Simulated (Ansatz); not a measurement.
# How methods differ on CH5Al (AlH2Me)

CH5Al: 7 atoms, total charge 0, spin state singlet. As SMILES, `[H][Al]([H])[CH3]`. The shape comes from GFN2-xTB, which is rough for such elements, and wasn't checked as a minimum.

```jsonl
{"atom": "Al", "x (Å)": "0.5322", "y (Å)": "0.9260", "z (Å)": "-0.0028"}
{"atom": "H", "x (Å)": "2.0796", "y (Å)": "1.0307", "z (Å)": "0.0395"}
{"atom": "H", "x (Å)": "-0.1571", "y (Å)": "2.3156", "z (Å)": "-0.0328"}
{"atom": "C", "x (Å)": "-0.4568", "y (Å)": "-0.7945", "z (Å)": "-0.0027"}
{"atom": "H", "x (Å)": "-0.5786", "y (Å)": "-1.2238", "z (Å)": "-1.0051"}
{"atom": "H", "x (Å)": "-1.4692", "y (Å)": "-0.6903", "z (Å)": "0.4088"}
{"atom": "H", "x (Å)": "0.0499", "y (Å)": "-1.5636", "z (Å)": "0.5952"}
```

Each level gives the energy change with the Al1–H3 bond stretched from 1.551 to 3.879 Å (eV). The values are calculated.

| level | kind | program | value (eV) | less FCI/STO-3G | CPU time (all runs) |
| --- | --- | --- | --- | --- | --- |
| HF/STO-3G (restricted) | Hartree–Fock | Ansatz | 9.89 | +4.66 | 0.16 s |
| BLYP/STO-3G (restricted) | GGA | Ansatz | 6.59 | +1.36 | 2.2 s |
| r2SCAN/STO-3G (restricted) | meta-GGA | Ansatz | 7.16 | +1.93 | 5 s |
| BHLYP/STO-3G (restricted) | global hybrid | Ansatz | 8.40 | +3.17 | 2 s |
| r2SCAN0/STO-3G (restricted) | hybrid meta-GGA | Ansatz | 7.89 | +2.66 | 4.7 s |
| wB97X/STO-3G (restricted) | range-separated hybrid | Ansatz | 8.57 | +3.34 | 10 s |
| B2PLYP/STO-3G (restricted) | double hybrid | Ansatz | 6.75 | +1.52 | 2.8 s |
| CCSDT/STO-3G (restricted) | coupled cluster or CI | Ansatz | 5.24 | +0.01 | 0.47 s |
| FCI/STO-3G | exact in the basis | Ansatz | 5.23 | 0.00 | 24 s |

FCI/STO-3G is exact within its basis and frozen core, so for wave-function methods in that basis the difference is their error; functionals converge differently with the basis, so for them it is only a difference. Spin-restricted single references rise too steeply as a bond breaks, Hartree–Fock most of all. Perturbation and coupled-cluster corrections on them can overshoot downwards. The first shape isn't each level's own minimum. The values span 5.23 to 9.89 eV. All rows use very small basis sets, so even the best lies far from the true value. CPU times are rough (shared hosts, several kinds of processor): they show what a rung costs within a factor of a few.
